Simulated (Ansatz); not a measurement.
Active spaces for SiH₄, singlet

Calculated in Ansatz's Gaussian-basis code. Basis cc-pV(T+d)Z on Si, cc-pVTZ on H, nonrelativistic, no frozen core. State-specific CASSCF; RHF is the lowest restricted (open-shell) Hartree–Fock solution met. No symmetry is imposed, so a solution can break that of the shape. Lower solutions, or ones in other orbitals, may exist.

Geometry:

```xyz
5

Si    0.0000    0.0000    0.0000
H     0.7705    0.7705    0.7705
H    -0.8561   -0.8561    0.8561
H    -0.8561    0.8561   -0.8561
H     0.8561   -0.8561   -0.8561
```

Problem. What do CASSCF and its corrections give against RHF in CAS(2,2), and what are the occupations?

Solution. CASSCF -0.363 eV, SC-NEVPT2 -6.840 eV; occupations 1.98, 0.02.
